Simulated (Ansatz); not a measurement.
CH4O, singlet: the ladder up to RCCSDTQ

Geometry: MP2(full)/6-31G*, from the G2/97 set.

```yaml
atoms:
  - { symbol: C, position_ang: [-0.0267, 0.7286, 0.0000] }
  - { symbol: O, position_ang: [-0.0267, -0.6943, 0.0000] }
  - { symbol: H, position_ang: [-1.0726, 1.0340, 0.0000] }
  - { symbol: H, position_ang: [0.8990, -0.9842, 0.0000] }
  - { symbol: H, position_ang: [0.4576, 1.1446, 0.8918] }
  - { symbol: H, position_ang: [0.4576, 1.1446, -0.8918] }
```

Basis cc-pVDZ; Ansatz 0.2.0. Only valence electrons are correlated (noble-gas cores frozen), which leaves 14 electrons in 46 orbitals. Prefix R: restricted or restricted open-shell reference.

Full CI isn't at hand for all of this; RCCSDTQ serves as the reference, and is uncertain by about the last step of the cluster series.

The UHF ⟨S²⟩ is 0.000. The T1 diagnostic (RCCSD) is 0.0080 and the largest doubles amplitude (RCCSD) is 0.026.

```json
{"level": "RHF", "E − E(RCCSDTQ) (kcal/mol)": "233.96", "share of correlation (%)": "0.00", "wall time": "–"}
{"level": "RMP2", "E − E(RCCSDTQ) (kcal/mol)": "21.20", "share of correlation (%)": "90.94", "wall time": "–"}
{"level": "RCCSD", "E − E(RCCSDTQ) (kcal/mol)": "5.59", "share of correlation (%)": "97.61", "wall time": "–"}
{"level": "RCCSD(T)", "E − E(RCCSDTQ) (kcal/mol)": "0.70", "share of correlation (%)": "99.70", "wall time": "0.45 s"}
{"level": "RCCSDT", "E − E(RCCSDTQ) (kcal/mol)": "0.42", "share of correlation (%)": "99.82", "wall time": "–"}
{"level": "RCCSDT(Q)", "E − E(RCCSDTQ) (kcal/mol)": "-0.03", "share of correlation (%)": "100.01", "wall time": "2.3 s (H100)"}
```

The correlation energy at RCCSDTQ, counted from RHF, is -10.145 eV. That run took 15 s on 5 threads of AMD EPYC 7R13 with a whole H100 80 GB, shared host.

Times hold each run's SCF and search for its determinant on a shared host, so for small cases they say little of a method's own cost; rows without a card ran on 1 thread of AMD EPYC 7R13.

Atomization energy (electronic, same basis, no zero-point term; atoms at the same level, unrestricted beside the R rows where the molecule is a closed shell, with restricted open-shell steps beyond CCSDT(Q)) at RCCSDTQ: 1978.3 kJ/mol. Errors of other levels:

| level | error (kJ/mol) |
| --- | --- |
| RHF | -474.4 |
| RMP2 | 12.1 |
| RCCSD | -17.7 |
| RCCSD(T) | -1.6 |
| RCCSDT | -1.5 |
| RCCSDT(Q) | 0.1 |

This basis is far from its limit, so the value isn't to be set against a measured one.
